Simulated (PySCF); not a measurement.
**How the method changes the constants of NaN⁺**

State: ⁴Σ⁻ (quartet), unpaired electrons σ ↑, π ↑↑. Set-up: Na 6-31G(d,p), N 6-31G(d,p); no relativity (PySCF 2.14). De refers to Na⁺ + N in their high-spin ground configurations, without counterpoise correction. The functionals are run spin-unrestricted. A positive dipole points towards N; it is taken about the centre of mass and depends on that origin.

| Level | Re (Å) | ωe (cm⁻¹) | De (eV) | μ (D) | CPU s a point (SCF and correlation, without the integrals) |
| --- | --- | --- | --- | --- | --- |
| UHF | 2.732 | 126 | 0.114 | -4.39 | 0.024 |
| UHF-MP2 | 2.721 | 137 | 0.136 | n/a | 0.041 |
| UHF-SCS-MP2 | 2.723 | 136 | 0.132 | n/a | n/a |
| UHF-CCSD | 2.715 | 140 | 0.143 | n/a | n/a |
| UHF-CCSD(T) | 2.711 | 142 | 0.146 | n/a | 0.84 |
| PBE | 2.671 | 148 | 0.197 | -4.11 | 0.21 |
| PBEsol | 2.657 | 149 | 0.193 | -4.09 | 0.15 |
| r²SCAN | 2.677 | 142 | 0.157 | -4.19 | 0.31 |
| r²SCANh | 2.674 | 141 | 0.152 | -4.20 | 0.31 |
| PBE0 | 2.672 | 143 | 0.163 | -4.18 | 0.35 |
| HSE06 | 2.668 | 144 | 0.165 | -4.17 | 0.35 |
| M06-2X | 2.629 | 150 | 0.166 | -4.13 | 0.33 |

Problem. Which functional lies closest to UHF-CCSD(T) in De, which farthest, and by how much do they differ from it?

Solution. Closest is r²SCANh (-3.7 pm in Re, -0.7 % in ωe, +0.01 eV in De against UHF-CCSD(T) in the same basis), farthest PBE (-4.0 pm in Re, +4.2 % in ωe, +0.05 eV in De). CCSD(T) converges more slowly with the basis than the functionals do and binds too weakly in this one, so the order can change at the basis-set limit.

Problem. What does a quarter of exact exchange do here, going from PBE to PBE0?

Solution. PBE0 less PBE: +0.1 pm in Re, -3.4 % in ωe, -0.03 eV in De. Exact exchange removes part of the self-interaction that spreads semilocal densities, and in most molecules shortens and stiffens the bond and lowers De; here ωe goes the other way.

Problem. What does the step from GGA to meta-GGA do here, going from PBE to r²SCAN?

Solution. r²SCAN less PBE: +0.6 pm in Re, -4.1 % in ωe, -0.04 eV in De. 

Correlated steps freeze 2 core orbitals. The bond is weak. Basis-set superposition, not corrected here, can be much of De in a small basis, most of all at correlated wavefunction levels. For an ion De counts to the pair picked by the measured ionisation energies or electron affinities, which need not be the lowest pair at this level. The state is the lowest determinant that a PBE0 search found; another state may lie lower at other levels.

The whole job (state search and all levels along the bond) took about 0.7 min on 1 thread of Arm Neoverse V2 (shared host), peak memory 0.37 GiB.
